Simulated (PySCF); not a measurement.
Coordinates in bohr (charge 0 multiplicity 3):
```
Cl    0.3521    0.5791    0.4151
F     3.1601   -0.6798   -0.3342
F    -2.1924    2.3971   -0.0868
F    -1.6164   -2.7844   -0.3423
```

Level of theory: PySCF, UPBE0, basis Cl def2-TZVP, F def2-TZVP (no relativity, density fitting).

This geometry of ClF3 is a stationary point at this level.

(1) What is the point group?

(2) Is it a minimum?

(3) Which band is strongest in the infrared?

(4) What are the dipole moment and the gap between the highest occupied and lowest empty levels of either spin?

Answers

(1) Cs.

(2) Yes: all harmonic wavenumbers are real.

(3) 636 cm⁻¹ (a''), 262 km/mol.

(4) 2.02 D and 3.42 eV.

This need not be the most stable arrangement of these atoms. At this level a singlet minimum of C2v symmetry lies 160 kJ/mol below this structure.
